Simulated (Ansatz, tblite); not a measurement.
Spin states of MgF2⁻, each relaxed with r2SCAN-D4/def2-TZVPD in Ansatz. Electronic energies in the gas phase.

The xTB rows come from tblite. LC-ωPBE has ω = 0.4 bohr⁻¹. Correlated methods freeze 3 core orbitals; core or outer-core shells of Mg are correlated, in sets that lack core-valence functions. In CCSD on the charge -1 quartet the largest single amplitude is 0.23, so its Hartree–Fock determinant may place the open shell otherwise than the density functionals do. In the quartet, F2 and F3 lie 1.99 Å apart (atoms count from 1), so these atoms are partly bonded to each other. The structure comes from a short search, and lower isomers may exist.

Doublet geometry (C2v within 0.1 Å):

```tsv
atom	x (Å)	y (Å)	z (Å)
Mg1	0.204	-0.501	-0.203
F2	-1.062	-0.547	1.107
F3	0.858	1.049	-0.905
```

Quartet geometry (C2v within 0.1 Å):

```xyz
3

Mg   -0.438   -0.908    0.508
F     0.187   -0.020   -1.129
F     0.251    0.928    0.622
```

⟨S²⟩: doublet 0.75 at PBE0-D4/def2-TZVPD (pure 0.75), quartet 3.76 at PBE0-D4/def2-TZVPD (pure 3.75).

Run but left out: HF/def2-TZVPD, HF/def2-TZVPPD, MP2/def2-TZVPD, MP2/def2-TZVPPD (quartet: a determinant that CCSD turns far, T1 0.052).

Only these spin states were relaxed.

```json
{"level": "GFN1-xTB", "quartet − doublet (kcal/mol)": "231.0", "lowest of these": "doublet", "remarks": "–"}
{"level": "GFN2-xTB", "quartet − doublet (kcal/mol)": "268.3", "lowest of these": "doublet", "remarks": "–"}
{"level": "revPBE-D4/def2-TZVPD", "quartet − doublet (kcal/mol)": "125.6", "lowest of these": "doublet", "remarks": "HOMO above zero (doublet), HOMO above zero (quartet)"}
{"level": "BLYP-D4/def2-TZVPD", "quartet − doublet (kcal/mol)": "130.4", "lowest of these": "doublet", "remarks": "HOMO above zero (doublet), HOMO above zero (quartet)"}
{"level": "r2SCAN-D4/def2-TZVPD", "quartet − doublet (kcal/mol)": "128.6", "lowest of these": "doublet", "remarks": "HOMO above zero (doublet), HOMO above zero (quartet)"}
{"level": "PBE0-D4/def2-TZVPD", "quartet − doublet (kcal/mol)": "132.9", "lowest of these": "doublet", "remarks": "HOMO above zero (doublet), HOMO above zero (quartet)"}
{"level": "BHLYP-D4/def2-TZVPD", "quartet − doublet (kcal/mol)": "141.7", "lowest of these": "doublet", "remarks": "HOMO above zero (quartet)"}
{"level": "LC-ωPBE/def2-TZVPD", "quartet − doublet (kcal/mol)": "141.5", "lowest of these": "doublet", "remarks": "–"}
{"level": "ωB97X-V/def2-TZVPD", "quartet − doublet (kcal/mol)": "140.9", "lowest of these": "doublet", "remarks": "HOMO above zero (quartet)"}
{"level": "RPA@PBE/def2-TZVPD", "quartet − doublet (kcal/mol)": "130.4", "lowest of these": "doublet", "remarks": "–"}
{"level": "CCSD/def2-TZVPPD", "quartet − doublet (kcal/mol)": "147.1", "lowest of these": "doublet", "remarks": "HOMO above zero (quartet), large T1 (0.052) (quartet)"}
{"level": "CCSD(T)/def2-TZVPPD", "quartet − doublet (kcal/mol)": "146.0", "lowest of these": "doublet", "remarks": "HOMO above zero (quartet), large T1 (0.052) (quartet)"}
```

Change of the quartet − doublet gap on mixing in exact exchange, in kcal/mol: BLYP to BHLYP (50 % exact exchange) 11.2.

The xTB methods have no term that favours high spin, so they put low spin too low.
